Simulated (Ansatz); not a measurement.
# C3H6FNS: two geometries relaxed

Aim: relax the geometries before and after the rotation by 120° about the C2–C4 bond, and see whether they are two minima and how far apart in energy. SMILES of the start: CC(F)C(N)=S.

Method: RKS PBE-D4/def2-SVP, in Ansatz 0.2.0.

## (1) The structure to begin with

Bond lengths: C1–C2 1.537 Å, C2–F3 1.359 Å, C2–C4 1.473 Å, C4–N5 1.416 Å, C4–S6 1.702 Å, C1–H7 1.054 Å, C1–H8 1.065 Å, C1–H9 1.170 Å, C2–H10 1.112 Å, N5–H11 1.003 Å, N5–H12 1.001 Å. Angles (14 of 18 angles, heavy atoms first): C1–C2–F3 105.4°, C1–C2–C4 115.7°, F3–C2–C4 108.0°, C2–C4–N5 117.1°, C2–C4–S6 125.1°, N5–C4–S6 117.1°, C1–C2–H10 109.1°, F3–C2–H10 108.6°, C4–C2–H10 109.8°, C2–C1–H7 111.6°, C2–C1–H8 108.3°, C2–C1–H9 108.0°, C4–N5–H11 119.0°, C4–N5–H12 116.0°.

Structure file:

```xyz
12

C     0.2489   -0.8264    1.2920
C     0.7523    0.1945    0.2588
F     1.5415   -0.5128   -0.5922
C    -0.2910    0.8633   -0.5377
N    -0.8742    0.1196   -1.5921
S    -1.0078    2.3586   -0.1528
H     1.0456   -1.2636    1.8263
H    -0.3358   -1.5573    0.7831
H    -0.4487   -0.2653    2.0446
H     1.3791    0.9551    0.7739
H    -1.5808    0.5508   -2.1576
H    -0.3520   -0.6716   -1.9124
```

## (2) End point A

Input file input.yaml:

```yaml
crystal:
  periodic: [false, false, false]
  atoms:
    - { symbol: C, position_ang: [0.2489, -0.8264, 1.292] }
    - { symbol: C, position_ang: [0.7523, 0.1945, 0.2588] }
    - { symbol: F, position_ang: [1.5415, -0.5128, -0.5922] }
    - { symbol: C, position_ang: [-0.291, 0.8633, -0.5377] }
    - { symbol: "N", position_ang: [-0.8742, 0.1196, -1.5921] }
    - { symbol: S, position_ang: [-1.0078, 2.3586, -0.1528] }
    - { symbol: H, position_ang: [1.0456, -1.2636, 1.8263] }
    - { symbol: H, position_ang: [-0.3358, -1.5573, 0.7831] }
    - { symbol: H, position_ang: [-0.4487, -0.2653, 2.0446] }
    - { symbol: H, position_ang: [1.3791, 0.9551, 0.7739] }
    - { symbol: H, position_ang: [-1.5808, 0.5508, -2.1576] }
    - { symbol: H, position_ang: [-0.352, -0.6716, -1.9124] }
basis:
  gaussian: { orbitals: def2-SVP }
hamiltonian:
  xc: pbe
  dispersion: d4
relax:
  f_tol: 0.015
  max_steps: 40
output:
  orbitals: {}
```

Started as:

```console
> ansatz run input.yaml --threads 2 --pin off --max-ram 3072MiB --backend cpu --events-out ev --progress --plain --runs-dir out
```

Log, shortened:

```text
Warning: RAYON_NUM_THREADS=2 ignored (pool sized by the plan → 2); use --threads N
[...]
Functional definition: PBE
[...]
1347 factors; their error is unknown
[...]
mean field -18228.71085071 eV, -669.8927678996 hartree, gradient 2.2e-5 eV, S^2 0.000000; 0 other end points of the search recorded, 0 dependent functions left out
[...]
reference -18228.71088235 eV, -669.8927690624 hartree; 28, 28 occupied and 90, 90 virtual orbitals, 1347 factors
relax step   1: F+E_penalty+E_count = -18228.98014040 eV  Δ(F+E_penalty+E_count) = +0.000e0 eV  max|allowed force component| = 3.751e0 eV/Å  Δτ_max = 0.0000 Å  (31 SCF iters, accepted)
[...]
relax step   4: F+E_penalty+E_count = -18229.48868225 eV  Δ(F+E_penalty+E_count) = -3.273e-2 eV  max|allowed force component| = 1.569e-1 eV/Å  Δτ_max = 0.0534 Å  (30 SCF iters, accepted)
[...]
relax step   7: F+E_penalty+E_count = -18229.52508869 eV  Δ(F+E_penalty+E_count) = -8.324e-3 eV  max|allowed force component| = 1.238e-1 eV/Å  Δτ_max = 0.1161 Å  (32 SCF iters, accepted)
[...]
relax step  10: F+E_penalty+E_count = -18229.52840799 eV  Δ(F+E_penalty+E_count) = -3.322e-4 eV  max|allowed force component| = 2.075e-2 eV/Å  Δτ_max = 0.0214 Å  (32 SCF iters, accepted)
[...]
relax step  11: F+E_penalty+E_count = -18229.52833581 eV  Δ(F+E_penalty+E_count) = +7.218e-5 eV  max|allowed force component| = 4.313e-2 eV/Å  Δτ_max = 0.0146 Å  (32 SCF iters, rejected (line search))
[...]
relax step  12: F+E_penalty+E_count = -18229.52847656 eV  Δ(F+E_penalty+E_count) = -6.858e-5 eV  max|allowed force component| = 3.601e-3 eV/Å  Δτ_max = 0.0048 Å  (33 SCF iters, accepted)
1347 factors; their error is unknown
mean field -18229.25689112 eV, -669.9128345145 hartree, gradient 2.3e-5 eV, S^2 0.000000; 1 other end points of the search recorded, 0 dependent functions left out
[...]
reference -18229.25692308 eV, -669.9128356891 hartree; 28, 28 occupied and 90, 90 virtual orbitals, 1347 factors
Total energy: -18229.52850853 eV, -669.9228162701 hartree
Atom 0 at     0.242213    -0.711186     1.432515 Å, force    -0.000438     0.001143     0.001498 eV/Å
Atom 1 at     0.684791     0.051998     0.195612 Å, force    -0.001848    -0.000736     0.002784 eV/Å
Atom 2 at     1.327174    -0.840504    -0.688219 Å, force     0.001551     0.000844    -0.002020 eV/Å
Atom 3 at    -0.472551     0.747486    -0.523988 Å, force    -0.000658    -0.000972    -0.002608 eV/Å
Atom 4 at    -0.678062     0.305628    -1.777499 Å, force    -0.000657    -0.001840    -0.003601 eV/Å
Atom 5 at    -1.358527     1.932993     0.227765 Å, force    -0.000387     0.000999     0.001379 eV/Å
Atom 6 at     1.118070    -1.170933     1.929623 Å, force    -0.000134    -0.000732    -0.001062 eV/Å
Atom 7 at    -0.474331    -1.508157     1.150906 Å, force    -0.000474    -0.001723     0.002323 eV/Å
Atom 8 at    -0.258520    -0.015114     2.130611 Å, force    -0.000536     0.000219    -0.000587 eV/Å
Atom 9 at     1.426682     0.836582     0.461248 Å, force     0.002591     0.000606    -0.000924 eV/Å
Atom 10 at    -1.420845     0.725489    -2.337736 Å, force     0.000846     0.000622     0.001058 eV/Å
Atom 11 at    -0.058995    -0.409382    -2.166937 Å, force     0.000144     0.001569     0.001760 eV/Å
Dipole moment:     0.162010    -0.392706    -0.362255 e Å
```

It took 22 s on 2 threads of Intel Xeon Platinum 8488C (Sapphire Rapids), shared host; peak memory 0.18 GiB.

Step by step:

| step | energy from step 1 (eV) | largest force component (eV/Å) |
| --- | --- | --- |
| 1 | 0.0000 | 3.7509 |
| 2 | -0.3938 | 1.6659 |
| 3 | -0.4758 | 0.5611 |
| 4 | -0.5085 | 0.1569 |
| 5 | -0.5215 | 0.5062 |
| 6 | -0.5366 | 0.2039 |
| 7 | -0.5449 | 0.1238 |
| 8 | -0.5469 | 0.1160 |
| 9 | -0.5479 | 0.0633 |
| 10 | -0.5483 | 0.0208 |
| 11x | -0.5482 | 0.0431 |
| 12 | -0.5483 | 0.0036 |

Step 1 is the start. 1 step was tried and not accepted (marked x).

After: Bond lengths: C1–C2 1.519 Å, C2–F3 1.411 Å, C2–C4 1.530 Å, C4–N5 1.345 Å, C4–S6 1.660 Å, C1–H7 1.107 Å, C1–H8 1.108 Å, C1–H9 1.106 Å, C2–H10 1.112 Å, N5–H11 1.021 Å, N5–H12 1.023 Å. Angles (14 of 18 angles, heavy atoms first): C1–C2–F3 109.0°, C1–C2–C4 113.0°, F3–C2–C4 109.7°, C2–C4–N5 113.9°, C2–C4–S6 121.0°, N5–C4–S6 125.1°, C1–C2–H10 110.8°, F3–C2–H10 107.0°, C4–C2–H10 107.2°, C2–C1–H7 110.1°, C2–C1–H8 110.0°, C2–C1–H9 109.3°, C4–N5–H11 119.2°, C4–N5–H12 119.5°.

## (3) Relaxing end B

The second end starts from a geometry with the move made by hand.

Input file input.yaml:

```yaml
crystal:
  periodic: [false, false, false]
  atoms:
    - { symbol: C, position_ang: [0.2489, -0.8264, 1.292] }
    - { symbol: C, position_ang: [0.7523, 0.1945, 0.2588] }
    - { symbol: F, position_ang: [1.5415, -0.5128, -0.5922] }
    - { symbol: C, position_ang: [-0.291, 0.8633, -0.5377] }
    - { symbol: "N", position_ang: [0.07768, 2.04833, -1.21942] }
    - { symbol: S, position_ang: [-1.82345, 0.21022, -0.88836] }
    - { symbol: H, position_ang: [1.0456, -1.2636, 1.8263] }
    - { symbol: H, position_ang: [-0.3358, -1.5573, 0.7831] }
    - { symbol: H, position_ang: [-0.4487, -0.2653, 2.0446] }
    - { symbol: H, position_ang: [1.3791, 0.9551, 0.7739] }
    - { symbol: H, position_ang: [-0.61295, 2.53101, -1.7626] }
    - { symbol: H, position_ang: [0.90347, 2.50637, -0.88843] }
basis:
  gaussian: { orbitals: def2-SVP }
hamiltonian:
  xc: pbe
  dispersion: d4
relax:
  f_tol: 0.015
  max_steps: 40
```

Started as:

```console
> ansatz run input.yaml --threads 2 --pin off --max-ram 3072MiB --backend cpu --events-out ev --progress --plain --runs-dir out
```

Log, shortened:

```text
Warning: RAYON_NUM_THREADS=2 ignored (pool sized by the plan → 2); use --threads N
[...]
[... 1 set-up line as earlier in the session ...]
[...]
1347 factors; their error is unknown
[...]
mean field -18228.54423233 eV, -669.8866447872 hartree, gradient 2.8e-5 eV, S^2 0.000000; 0 other end points of the search recorded, 0 dependent functions left out
[...]
reference -18228.54426318 eV, -669.8866459208 hartree; 28, 28 occupied and 90, 90 virtual orbitals, 1347 factors
relax step   1: F+E_penalty+E_count = -18228.81576684 eV  Δ(F+E_penalty+E_count) = +0.000e0 eV  max|allowed force component| = 3.351e0 eV/Å  Δτ_max = 0.0000 Å  (31 SCF iters, accepted)
[...]
relax step   4: F+E_penalty+E_count = -18229.27249212 eV  Δ(F+E_penalty+E_count) = -2.088e-2 eV  max|allowed force component| = 1.822e-1 eV/Å  Δτ_max = 0.0371 Å  (32 SCF iters, accepted)
[...]
relax step   7: F+E_penalty+E_count = -18229.29069900 eV  Δ(F+E_penalty+E_count) = -3.098e-3 eV  max|allowed force component| = 7.872e-1 eV/Å  Δτ_max = 0.1951 Å  (31 SCF iters, accepted)
[...]
relax step  10: F+E_penalty+E_count = -18229.38436652 eV  Δ(F+E_penalty+E_count) = -4.202e-2 eV  max|allowed force component| = 3.166e-1 eV/Å  Δτ_max = 0.1950 Å  (31 SCF iters, accepted)
[...]
relax step  13: F+E_penalty+E_count = -18229.44587262 eV  Δ(F+E_penalty+E_count) = -2.637e-2 eV  max|allowed force component| = 3.651e-1 eV/Å  Δτ_max = 0.0959 Å  (31 SCF iters, accepted)
[...]
relax step  14: F+E_penalty+E_count = -18229.46580689 eV  Δ(F+E_penalty+E_count) = -1.993e-2 eV  max|allowed force component| = 2.854e-1 eV/Å  Δτ_max = 0.1000 Å  (31 SCF iters, accepted)
[...]
1347 factors; their error is unknown
mean field -18229.21809628 eV, -669.9114088306 hartree, gradient 2.2e-5 eV, S^2 0.000000; 0 other end points of the search recorded, 0 dependent functions left out
[...]
```

## (4) More of the same log: end point B relaxed

The log, continued, shortened:

```text
reference -18229.21812865 eV, -669.9114100202 hartree; 28, 28 occupied and 90, 90 virtual orbitals, 1347 factors
relax step  15: F+E_penalty+E_count = -18229.48884564 eV  Δ(F+E_penalty+E_count) = -2.304e-2 eV  max|allowed force component| = 2.021e-1 eV/Å  Δτ_max = 0.1463 Å  (30 SCF iters, accepted)
[...]
relax step  17: F+E_penalty+E_count = -18229.50745632 eV  Δ(F+E_penalty+E_count) = -1.295e-3 eV  max|allowed force component| = 7.566e-1 eV/Å  Δτ_max = 0.1380 Å  (29 SCF iters, accepted)
[...]
relax step  19: F+E_penalty+E_count = -18229.52454434 eV  Δ(F+E_penalty+E_count) = -1.620e-3 eV  max|allowed force component| = 2.984e-1 eV/Å  Δτ_max = 0.0459 Å  (32 SCF iters, accepted)
[...]
relax step  21: F+E_penalty+E_count = -18229.52826624 eV  Δ(F+E_penalty+E_count) = -9.780e-4 eV  max|allowed force component| = 2.449e-2 eV/Å  Δτ_max = 0.0224 Å  (32 SCF iters, accepted)
[...]
Atom 2 at     1.904498     0.501987    -0.032083 Å, force     0.003756     0.000333    -0.001626 eV/Å
Atom 3 at    -0.393289     1.176055    -0.261052 Å, force    -0.005134     0.005109     0.004681 eV/Å
Atom 4 at     0.067948     1.539198    -1.470926 Å, force    -0.006143     0.003776    -0.011584 eV/Å
Atom 5 at    -1.945238     1.413515     0.278932 Å, force     0.007322    -0.003650    -0.000112 eV/Å
Atom 6 at     1.066525    -1.357463     1.658085 Å, force     0.000731     0.000600    -0.000441 eV/Å
Atom 7 at     0.214949    -1.548001     0.079056 Å, force    -0.001700    -0.001690    -0.000939 eV/Å
Atom 8 at    -0.685289    -0.932623     1.509527 Å, force    -0.003343     0.000141     0.001659 eV/Å
Atom 9 at     0.768850     1.126964     1.536857 Å, force    -0.000729     0.001174     0.000552 eV/Å
Atom 10 at    -0.561162     2.011545    -2.121294 Å, force     0.000607     0.000469    -0.000475 eV/Å
Atom 11 at     1.050320     1.378408    -1.705342 Å, force     0.004023    -0.002751     0.004887 eV/Å
Dipole moment:     0.445613    -0.041827    -0.333659 e Å
```

Wall time 41 s (2 threads of Intel Xeon Platinum 8488C (Sapphire Rapids), shared host); peak memory 0.18 GiB.

Relaxation path:

| step | energy from step 1 (eV) | largest force component (eV/Å) |
| --- | --- | --- |
| 1 | 0.0000 | 3.3508 |
| 2 | -0.3639 | 1.4306 |
| 3 | -0.4358 | 0.5155 |
| 4 | -0.4567 | 0.1822 |
| 5 | -0.4640 | 0.1199 |
| 6 | -0.4718 | 0.1055 |
| 7 | -0.4749 | 0.7872 |
| 8 | -0.4915 | 0.3099 |
| 9 | -0.5266 | 0.2940 |
| 10 | -0.5686 | 0.3166 |
| 11 | -0.6037 | 0.4815 |
| 12x | -0.6012 | 1.1737 |
| 13 | -0.6301 | 0.3651 |
| 14 | -0.6500 | 0.2854 |
| 15 | -0.6731 | 0.2021 |
| 16 | -0.6904 | 0.3938 |
| 17 | -0.6917 | 0.7566 |
| 18 | -0.7072 | 0.2888 |
| 19 | -0.7088 | 0.2984 |
| 20 | -0.7115 | 0.1803 |
| 21 | -0.7125 | 0.0245 |
| 22 | -0.7127 | 0.0158 |
| 23 | -0.7127 | 0.0116 |

Step 1 is the start. 1 step was tried and not accepted (marked x).

After: Bond lengths: C1–C2 1.519 Å, C2–F3 1.411 Å, C2–C4 1.530 Å, C4–N5 1.345 Å, C4–S6 1.660 Å, C1–H7 1.107 Å, C1–H8 1.108 Å, C1–H9 1.106 Å, C2–H10 1.112 Å, N5–H11 1.021 Å, N5–H12 1.023 Å. Angles (14 of 18 angles, heavy atoms first): C1–C2–F3 109.0°, C1–C2–C4 113.0°, F3–C2–C4 109.7°, C2–C4–N5 113.9°, C2–C4–S6 121.1°, N5–C4–S6 125.1°, C1–C2–H10 110.7°, F3–C2–H10 107.0°, C4–C2–H10 107.2°, C2–C1–H7 110.1°, C2–C1–H8 110.1°, C2–C1–H9 109.2°, C4–N5–H11 119.1°, C4–N5–H12 119.6°.

## (5) Results

| quantity | value |
| --- | --- |
| end A | 10 moves, 0.548 eV lower |
| end B | 21 moves, 0.713 eV lower |
| largest difference between the ends | 0.00 Å |
| end B relative to end A | -0.000 eV |

In words: The two relaxations end at one structure, within 0.00 Å: no second minimum was found from this start, which doesn't rule one out.
